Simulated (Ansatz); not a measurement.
# Forces away from equilibrium

SiH3 (SMILES [SiH3+]) (charge +1), singlet, displaced at random from a GFN2-xTB minimum.

```csv
atom,x (Å),y (Å),z (Å)
Si1,0.0569,0.1014,-0.0307
H2,0.7454,0.5393,0.8950
H3,-0.0127,-1.3774,0.0238
H4,-0.5000,0.7877,-1.1199
```

Computed with Ansatz 0.2.0 (basis: def2-TZVPP); correlated methods freeze the cores.

CCSD(T) forces from the calculation:
```tsv
atom	Fx	Fy	Fz (eV/Å)
Si1	-3.313	-4.580	-4.603
H2	4.147	3.372	5.710
H3	-0.257	0.310	-0.194
H4	-0.577	0.898	-0.913
```

Root-mean-square difference of the force components from those of CCSD(T): PBE0-D4 0.069; wB97M-V 0.062; r2SCAN-D4 0.046; PBE-D4 0.156; CAM-B3LYP-D4 0.035; BLYP-D4 0.097 eV/Å.

No T1 diagnostic of these runs exceeds 0.009.

For scale, one of the runs: CCSD(T)/def2-TZVPP forces, 84 basis functions (an equivalent command: `ansatz run in.yaml --threads 4`). The run took about 0.95 s on 4 CPU threads (shared host).
